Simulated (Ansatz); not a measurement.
## How the elastic constant C13 of 1T (CdI2-type) PtS₂ moves with the method

No measured value is used here.

```
level (code)             value (GPa)  cell (Å³/atom)
-----------------------  -----------  --------------
LDA (Ansatz)                    36.2           16.60
PBE (Ansatz)                    1.40           23.91
PBEsol+SOC (Ansatz)             23.0           17.70
PBE-D3(BJ)+SOC (Ansatz)         30.8           17.36
r²SCAN (Ansatz)                 11.7           20.41
r²SCAN+rVV10 (Ansatz)           27.4           18.67
```

Density-functional levels without +SOC have no spin–orbit coupling. LDA: the solid has no gap at this level, which affects its response. LDA: LDA has no dispersion term either, though it tends to give short spacings of layers, chains or molecules. PBE, PBEsol+SOC, r²SCAN: the cell comes from a level without a dispersion term, which matters for the spacing of layers, chains or molecules. Each level is taken at its own relaxed cell. Cutoffs and k meshes differ between the levels. Ansatz's density-functional and Hartree–Fock values are scalar-relativistic unless marked +SOC, with PAW data made under PBE.

Ansatz is an electronic-structure program.
